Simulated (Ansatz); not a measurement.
Born–Oppenheimer molecular dynamics of CH$_{3}$N$_{2}$ (6 atoms, charge 1, multiplicity 1). It starts from a relaxed structure.

All numbers below come from Ansatz, RKS r2SCAN-D4/cc-pVDZ.

```
ensemble        : NVT, Nosé–Hoover chain
time step       : 0.5 fs
steps asked     : 100
set temperature : 100 K
thermostat      : time constant 100 fs, chain length 1
masses          : H 3.016 u
seed            : 837365
```

First frame:

```xyz
6
Properties=species:S:1:pos:R:3
N -1.117 -0.508 -0.792
C -0.217 -0.098 -0.154
N 0.869 0.255 0.419
H -2.138 -0.467 -0.803
H 1.265 -0.309 1.176
H 1.337 1.127 0.154
```

Question: How far do the bonds stretch over the last three quarters of this one trajectory? (Pairs bonded in most of those frames.)

Answer: 
```json
{"bond": "N1–C2", "mean (Å)": "1.177", "spread (Å)": "0.011", "shortest": "1.16", "longest": "1.19"}
{"bond": "N1–H4", "mean (Å)": "1.021", "spread (Å)": "0.015", "shortest": "1.00", "longest": "1.05"}
{"bond": "C2–N3", "mean (Å)": "1.278", "spread (Å)": "0.009", "shortest": "1.26", "longest": "1.30"}
{"bond": "N3–H5", "mean (Å)": "1.025", "spread (Å)": "0.007", "shortest": "1.01", "longest": "1.04"}
{"bond": "N3–H6", "mean (Å)": "1.024", "spread (Å)": "0.010", "shortest": "1.01", "longest": "1.04"}
```

Mean temperature of the second half: 49 K. The conserved energy stayed within 0.077 meV per atom of its start (net change 0.075 meV per atom), so the integration is sound. The mean temperature of the second half is 51 % below the set value. A run of 0.05 ps of so small a system gives no equilibrium averages. Limits of this set-up: the dipole of an ion depends on the origin.

Run time: 2.5 min on 1 thread of Arm Neoverse V2 (shared host), peak memory 0.1 GiB.
